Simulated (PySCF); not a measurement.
# State search for AlP⁺

Unrestricted PBE0; PySCF, no relativity, basis sets Al def2-TZVP, P def2-TZVP. Outer shells of the fragments: Al+ 3s2; P 3s2 3p3.

Followed along the bond (rough minima from three points):

```csv
2Ms+1,unpaired,⟨S²⟩ at the start,R at minimum (Å),Te (eV)
4,"σ ↑, π ↑↑",3.76,2.47,0.00
2,"σ ↓, π ↑↑",1.78,2.39,0.29
2,"σ ↑, π ↑↓",1.77,2.42,0.46
2,σ ↑,0.76,2.40,1.57
2,π ↑,0.80,none in the scan,≤ 1.22
```

Solutions found at the starting distance of 2.360 Å, counted from the lowest of them; the search is not exhaustive and high or unbound solutions are not listed, so other states can lie among these:

```csv
2Ms+1,unpaired,term,E (eV),⟨S²⟩,⟨Lz²⟩,μ (D)
4,"σ ↑, π ↑↑",⁴Σ⁻,0.00,3.76,0.00,-2.96
2,"σ ↓, π ↑↑",mixed,0.28,1.78,0.00,-3.20
2,"σ ↑, π ↑↓",mixed,0.45,1.77,2.03,-3.05
2,π ↑,²Π,1.35,0.80,1.02,-4.90
2,σ ↑,mixed,1.56,0.76,2.01,-2.91
2,π ↑,²Π,2.25,0.76,1.01,0.69
4,"σ ↑↑, π ↑",⁴Π,3.22,3.77,1.04,-4.32
4,π ↑↑↑,⁴Π,3.36,3.80,1.01,-2.57
4,"π ↑↑, δ ↑",⁴Δ,9.13,3.77,4.00,-2.59
```

A term symbol is given only where ⟨S²⟩ and ⟨Lz²⟩ are close to those of a pure state; real π, δ and φ orbitals otherwise mix terms. A positive dipole points towards P; it is taken about the centre of mass and depends on that origin.

Counting both spins, an empty level lies below a filled one in some of these solutions, because spin and occupation are held.
